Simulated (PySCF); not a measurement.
C₄H₆N₂.
Bonds: C1–C2, C2–C3 (aromatic), C3–N4 (aromatic), N4–C5 (aromatic), C5–N6 (aromatic), C2–N6 (aromatic). Hydrogens: H7, H8, H9 on C1; H10 on C3; H11 on C5; H12 on N6.

The same species was optimised twice, with GFN2-xTB and with PBE0-D3(BJ)/def2-SVP (PySCF), and the same property calculations (PySCF, gas phase) were run on both structures.

```tsv
coordinate	GFN2-xTB	PBE0-D3(BJ)/def2-SVP	change
C2–C3 (Å)	1.367	1.377	+0.010
C3–N4 (Å)	1.360	1.368	+0.008
N4–C5 (Å)	1.300	1.307	+0.007
C5–N6 (Å)	1.357	1.363	+0.006
C2–N6 (Å)	1.372	1.375	+0.003
C1–C2 (Å)	1.485	1.485	0.000
C3–C2–N6 (°)	105.0	104.2	-0.8
C2–N6–C5 (°)	107.0	107.8	+0.8
C1–C2–N6 (°)	122.6	123.4	+0.8
C2–C3–N4 (°)	110.5	111.1	+0.6
C3–N4–C5 (°)	105.8	105.5	-0.3
N4–C5–N6 (°)	111.7	111.5	-0.2
C1–C2–C3 (°)	132.4	132.4	0.0
```

Rotational constants: A = 9152, B = 3542, C = 2595 MHz (GFN2-xTB) against A = 9107, B = 3491, C = 2564 MHz (PBE0-D3(BJ)/def2-SVP). Point groups within 0.08 Å: Cs and Cs.

On the GFN2-xTB structure: lowest singlet, TDDFT (eV) 5.93 [CAM-B3LYP/def2-SVPD]; isotropic polarisability (au) 58.4 [CAM-B3LYP/def2-SVPD]; HOMO (eV) -7.68 [CAM-B3LYP/def2-SVPD]; LUMO (eV) 1.10 [CAM-B3LYP/def2-SVPD]; dipole (D) 4.04 [CAM-B3LYP/def2-SVPD].

**Question.** What do these properties become on the PBE0-D3(BJ)/def2-SVP structure?

**Answer.** 
| property | level | on GFN2-xTB | on PBE0-D3(BJ)/def2-SVP | change |
| --- | --- | --- | --- | --- |
| lowest singlet, TDDFT (eV) | CAM-B3LYP/def2-SVPD | 5.93 | 5.92 | -0.01 |
| isotropic polarisability (au) | CAM-B3LYP/def2-SVPD | 58.4 | 59.5 | +1.1 |
| HOMO (eV) | CAM-B3LYP/def2-SVPD | -7.68 | -7.67 | +0.01 |
| LUMO (eV) | CAM-B3LYP/def2-SVPD | 1.10 | 1.09 | -0.01 |
| dipole (D) | CAM-B3LYP/def2-SVPD | 4.04 | 4.06 | +0.02 |
| energy, GFN2-xTB geometry as zero (kcal/mol) | CAM-B3LYP/def2-SVPD | 0.0 | -0.6 | -0.6 |

The heavy atoms differ by 0.009 Å rms after alignment. Among bonds between heavy atoms C2–C3 changes most (+0.010 Å). Changes are differences of the printed values. Neither structure is proved a minimum here.
